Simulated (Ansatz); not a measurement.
# AlH2+ (triplet): the correlation ladder at distance Al1–H2 = 2.373 Å, cc-pVQZ

The task here is to estimate one member of a computed series from the others.

Program: Ansatz 0.2.0, Gaussian basis. Level of theory: cc-pVQZ, core rule «outside noble gas», up to 5 orbitals frozen. These are calculated values, not measurements.

To be run: UHF; CCSD(T) on ROHF; CCSD(T) on UHF; BCCD(T) on ROHF; CCSDT(Q) on ROHF; CCSDT(Q) on UHF; CASSCF and MRCISD+Q, 4 electrons in 6 orbitals; CASSCF and NEVPT2, 4 electrons in 6 orbitals; Full CI.

4 further runs of the same task are left out: 4 for a known fault of the program. Runs told in other sessions of the task aren't counted.

### The geometry

The geometry derives from a PBE0/def2-TZVP stationary point (not a proven minimum). One bond is set to the value named and the two fragments are kept rigid.

3 atoms, charge 1, spin multiplicity 3.

Atoms are counted from 1 here; the program's logs count them from 0.

Bond lengths: Al1–H3 1.722 Å.

The first run:

in.yaml

```yaml
crystal:
  periodic: [false, false, false]
  atoms:
    - {symbol: Al, position_ang: [0.000000, -0.011816, -0.121385]}
    - {symbol: H, position_ang: [0.000000, 1.227698, 1.902160]}
    - {symbol: H, position_ang: [0.000000, -0.911395, 1.347206]}
basis:
  gaussian: {orbitals: cc-pVQZ}
total_charge: 1
magnetization: {spin_polarized: true, initial_magnetization: 2}
hamiltonian: {xc: hf}
output: {orbitals: {seedname: orbitals}}
```

Launch:

```sh
> ansatz run in.yaml --threads 1 --pin off --events-out ev --progress --plain --max-ram 4096MiB --backend cpu
```

Steps of the session up to this table: UHF; CCSD(T) on ROHF; CCSD(T) on UHF; BCCD(T) on ROHF; CCSDT(Q) on ROHF; CCSDT(Q) on UHF; CASSCF and MRCISD+Q, 4 electrons in 6 orbitals; CASSCF and NEVPT2, 4 electrons in 6 orbitals; Full CI.

One table of the session follows, with a row left open; its other results are not shown here.

```
          method  from FCI (kcal/mol)
            ROHF               +38.77
             UHF                    ?
            RMP2               +10.73
            UMP2                +9.97
           RCCSD                +1.15
           UCCSD                +0.88
        RCCSD(T)                +0.29
        UCCSD(T)                +0.23
         BCCD(T)                +0.27
          RCCSDT                +0.01
          UCCSDT                -0.02
       RCCSDT(Q)                 0.00
       UCCSDT(Q)                -0.03
  CASSCF valence               +16.67
  NEVPT2 valence                +4.63
  MRCISD valence                +0.57
MRCISD+Q valence                +0.28
             FCI                    0
```

**Question.** Estimate the row for UHF.

**Answer.** from FCI (kcal/mol): +34.14. In the column «from FCI (kcal/mol)» it lies between CASSCF valence (+16.67) and ROHF (+38.77).

Caveats from the session: Levels on UHF freeze UHF's core orbitals, full CI those of ROHF, so the U rows can settle a little off it for that reason alone. Restricted and unrestricted rows rest on different reference determinants; a gap between their highest levels can come from leftover correlation error, from unlike frozen cores or from another state.
